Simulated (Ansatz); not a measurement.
**HPAl, quartet along the distance Al1-P2**

Starting geometry (PBE0/def2-TZVP stationary point for this spin, not checked as a minimum):

```xyz
3

Al    0.0000    0.0348    1.3006
P     0.0000   -0.0736   -1.0887
H     0.0000    1.3304   -1.3605
```

From there P2, H3 move together along the line of the two atoms named below, all else staying in place; atoms are numbered as listed. Energies are in eV, counted from the starting geometry at the same level.

Basis 6-31G; Ansatz 0.2.0. Only valence electrons are correlated (noble-gas cores frozen). Prefix R: restricted or restricted open-shell reference.

Full CI is exact within this basis and frozen core; it isn't the basis-set limit.

```tsv
distance Al1-P2 (Å)	RMP2
1.898	2.576
2.119	0.714
2.392	0.000
2.644	-0.091
2.918	-0.016
3.313	-0.041
3.839	-0.054
4.403	-0.048
5.255	-0.037
6.410	-0.031
7.939	-0.028
```

Problem. Estimate the full CI curve in 6-31G from this one, knowing how RMP2 errs.

Solution. The computed full CI values, in eV from the starting point, and the error of RMP2 against them:
```tsv
distance Al1-P2 (Å)	full CI	RMP2 less full CI
1.898	2.670	-0.094
2.119	0.780	-0.065
2.392	0.000	0.000
2.644	-0.129	0.037
2.918	-0.110	0.094
3.313	-0.082	0.042
3.839	-0.074	0.020
4.403	-0.062	0.015
5.255	-0.049	0.012
6.410	-0.042	0.011
7.939	-0.038	0.011
```

The error spans 0.188 eV and is largest, -0.094 eV, at 1.898 Å.
